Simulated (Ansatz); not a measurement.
Ideal-gas functions of CH$_{2}$N (`C=[N]`) radical at 600 K and 1 bar, from an Ansatz frequency run at PBE0-D4/def2-TZVP.

Molar mass 28.03 g/mol, point group C2v (symmetry number 2), electronic degeneracy 2, moments of inertia 1.771, 12.762, 14.533 u Å². Harmonic wavenumbers (cm⁻¹, unscaled): 929, 998, 1372, 1746, 2990, 3052.

Use S(trans) = R[1.5 ln M + 2.5 ln T − 1.1517]; rotational temperatures θ = 24.2544 K / I; S(rot) = R[ln(√π/σ · √(T³/θAθBθC)) + 1.5]; for each mode x = 1.438777 ν̃/T, S = R[x/(eˣ − 1) − ln(1 − e⁻ˣ)] and H = RT x/(eˣ − 1); 1 cm⁻¹ = 0.0119627 kJ/mol; R = 8.31446 J/(mol·K).

By hand: the entropy, in J/(mol·K).

Translation 165.0. Rotation: θ = 13.6953, 1.9005, 1.6689 K, giving 75.6. Vibration, mode by mode: 3.19, 2.80, 1.37, 0.66, 0.05, 0.05, in all 8.1. Electronic 5.8. Sum 254.5 J/(mol·K).

By hand: H − E and G − E in kJ/mol, counted from the electronic energy.

Zero-point energy ½ × 11087 × 0.0119627 = 66.3; thermal vibration 3.6; translation, rotation and pV give 4 RT = 20.0. H − E = 89.9 kJ/mol, and G − E = 89.9 − 600 × 254.5/1000 = -62.8 kJ/mol.

Vibration gives 3 % of the entropy.
